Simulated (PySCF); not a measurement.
Start geometry of `C[SiH2][SiH3]` from GFN2-xTB (Å):
```
atom  x, y, z in Å
C1    -1.550    0.680    0.078
Si2   -0.374   -0.766    0.209
Si3    1.776   -0.091   -0.249
H4    -2.561    0.410    0.278
H5    -1.314    1.487    0.765
H6    -1.556    1.141   -0.926
H7    -0.512   -1.327    1.563
H8    -0.831   -1.797   -0.718
H9     1.941    0.478   -1.569
H10    2.266    0.948    0.691
H11    2.753   -1.189   -0.138
```

**Question.** What comes out of this run: PBE0-D3(BJ)/def2-SVP geometry optimisation, gas phase in PySCF?

**Answer.** 
```
atom  x, y, z in Å
C1    -1.5499    0.9051    0.1876
Si2   -0.3999   -0.5792    0.3566
Si3    1.8254    0.0359   -0.0639
H4    -2.5919    0.6158    0.3923
H5    -1.2686    1.7006    0.8942
H6    -1.5023    1.3186   -0.8314
H7    -0.4870   -1.1535    1.7376
H8    -0.7967   -1.6554   -0.6069
H9     1.9551    0.6118   -1.4400
H10    2.2668    1.0770    0.9179
H11    2.7456   -1.1385    0.0471
```

The energy falls by 0.146 eV over 5 energy and gradient evaluations, the largest force component goes from 0.0239 to 1.3e-04 Eh/bohr, and the atoms move by 0.049 Å rms after alignment. The bond that changes most is Si3–H9 (SiH3 silicon to Si–H hydrogen), which lengthens by 0.051 Å. Bonds longer at the end by more than 0.005 Å: 9 of 10; shorter: 0. Among the angles that change most is Si3–Si2–H7, from 112.5° to 108.7°. Rotational constants go from 13342, 3290, 2849 to 13042, 3183, 2769 MHz. The orientation of the end geometry is arbitrary; only internal coordinates are fixed.

The run used 90 basis functions and 29 SCF cycles in all.

No frequency check.
